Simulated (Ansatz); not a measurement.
Stepwise reaction of `[SH][Mg][SH]` with hydrogen chloride, as a gas-phase model of exchange steps in deposition or etching. ΔE in kJ/mol; ΔG adds harmonic PBE0-D4 terms to CCSD(T)/CBS, at 1 bar.

Computed with Ansatz on PBE0-D4/def2-TZVP structures; ΔE is electronic, products minus reactants. CCSD(T)/CBS adds triple-zeta CCSD(T) − MP2 to the extrapolated MP2 energy (def2 sets, frozen cores). This one scheme is used for every species. DFT in def2-TZVPP. B3LYP here is the variant with VWN-RPA as its local correlation; programs differ in this. For Mg outer-core shells are correlated without core-valence functions, which leaves a few kJ/mol of doubt a bond. One conformer a species, not always the lowest.

| step | reaction | PBE-D4 | B3LYP-D4 | ωB97M-V | CCSD(T)/CBS | ΔG(500 K) |
| --- | --- | --- | --- | --- | --- | --- |
| 2 | `[SH][Mg][Cl]` + HCl → `[Cl][Mg][Cl]` + H₂S | -59.8 | -66.9 | -66.9 | -65.3 | -56.5 |

Q: Give the row of step 1, `[SH][Mg][SH]` + HCl → `[SH][Mg][Cl]` + H₂S. (Best estimate.)

A: The calculation gave: 
| step | reaction | PBE-D4 | B3LYP-D4 | ωB97M-V | CCSD(T)/CBS | ΔG(500 K) |
| --- | --- | --- | --- | --- | --- | --- |
| 1 | `[SH][Mg][SH]` + HCl → `[SH][Mg][Cl]` + H₂S | -61.0 | -68.2 | -68.2 | -66.1 | -66.4 |

Q: By hand: ΔE of the 2 steps together at CCSD(T)/CBS.

A: (-66.1) + (-65.3) = -131.4 kJ/mol, or -65.7 kJ/mol a step.

In ΔE the steps differ by no more than 0.8 kJ/mol. All are downhill at CCSD(T)/CBS. ΔG lies between -66.4 and -56.5 kJ/mol a step. PBE-D4 differs from CCSD(T)/CBS by 5.1 to 5.5 kJ/mol a step. Isolated molecules leave out the surface, adducts and barriers. Largest T1 diagnostic: 0.009.
